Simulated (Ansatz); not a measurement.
**CHO2S−: one structure at several levels**

An exercise on one series of results from a longer session: the logs are not shown, and one member is left open.

The runs use Ansatz 0.2.0, Gaussian basis; single points in def2-TZVPPD.

Cores are frozen in the correlated methods.

1 further run of the same task is left out (it didn't finish).

## The system as given

SMILES `[O-]C(O)=S`, 5 atoms, charge -1, spin multiplicity 1.

Atoms are counted from 1 here; the program's logs count them from 0.

Bond lengths: O1–C2 1.227 Å, C2–O3 1.391 Å, C2–S4 1.732 Å, O3–H5 0.967 Å. Angles: O1–C2–O3 117.2°, O1–C2–S4 128.8°, O3–C2–S4 113.8°, C2–O3–H5 104.5°.

Coordinates:

```xyz
5
CHO2S
O     0.77370    0.22733    1.10740
C     0.15993   -0.27599    0.17178
O    -0.56639    0.58185   -0.64696
S     0.16155   -1.92155   -0.36784
H    -0.78358    1.33328   -0.07908
```

The first run:

run/in.yaml

```yaml
crystal:
  periodic: [false, false, false]
  atoms:
    - {symbol: O, position_ang: [0.773698, 0.227329, 1.107397]}
    - {symbol: C, position_ang: [0.159932, -0.275991, 0.171779]}
    - {symbol: O, position_ang: [-0.566390, 0.581851, -0.646962]}
    - {symbol: S, position_ang: [0.161546, -1.921547, -0.367841]}
    - {symbol: H, position_ang: [-0.783576, 1.333277, -0.079077]}
basis:
  gaussian: {orbitals: "def2-TZVPPD.json"}
total_charge: -1
hamiltonian: {xc: pbe, dispersion: d4}
output: {forces: true}
```

The basis file named in the input lies beside it (Basis Set Exchange, JSON).

Command:

```
ansatz run in.yaml --threads 2 --pin off --events-out ev --progress --plain --max-ram 3481MiB
```

Among the steps run: PBE-D4/def2-TZVPPD; r2SCAN-D4/def2-TZVPPD; PBE0-D4/def2-TZVPPD; wB97M-V/def2-TZVPPD; CCSD(T)/def2-TZVPPD.

One of the session's tables, all rows but one given; the rest of the session is left out.

```
   method  RMS force component (eV/Å)  angle to CCSD(T) forces (°)
   PBE-D4                       0.506                         30.9
r2SCAN-D4                           ?                            ?
  PBE0-D4                       0.386                         37.7
  wB97M-V                       0.385                         31.4
  CCSD(T)                       0.382                    reference
```

Estimate the missing values for r2SCAN-D4.

**Answer.** RMS force component (eV/Å): 0.404; angle to CCSD(T) forces (°): 13.5. In the column «RMS force component (eV/Å)» it lies between PBE0-D4 (0.386) and PBE-D4 (0.506).
